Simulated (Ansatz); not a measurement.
CF$_{3}$, SMILES `F[C](F)F` radical, relaxed with UKS PBE0-D4/def2-TZVP in Ansatz from a GFN2-xTB geometry. The force threshold is 0.005 eV/Å; the program also tests the step.

Total charge 0; spin multiplicity 2.

Start:

```xyz
4

F    -1.026   -0.014   -0.746
C    -0.106    0.193    0.178
F     0.998    0.712   -0.325
F     0.134   -0.891    0.893
```

```tsv
step	energy (eV)	largest force (eV/Å)	largest move (Å)
1	-9180.9479	0.490	0.000
2	-9180.9575	0.312	0.019
3	-9180.9590	0.031	0.006
4	-9180.9591	0.003	0.001
```

End:

```xyz
4

F    -1.014   -0.018   -0.742
C    -0.111    0.201    0.186
F     0.990    0.701   -0.325
F     0.134   -0.885    0.881
```

Hardware: 2 threads of a server CPU on a shared host. Wall time 10 s, peak host memory 0.22 GiB.
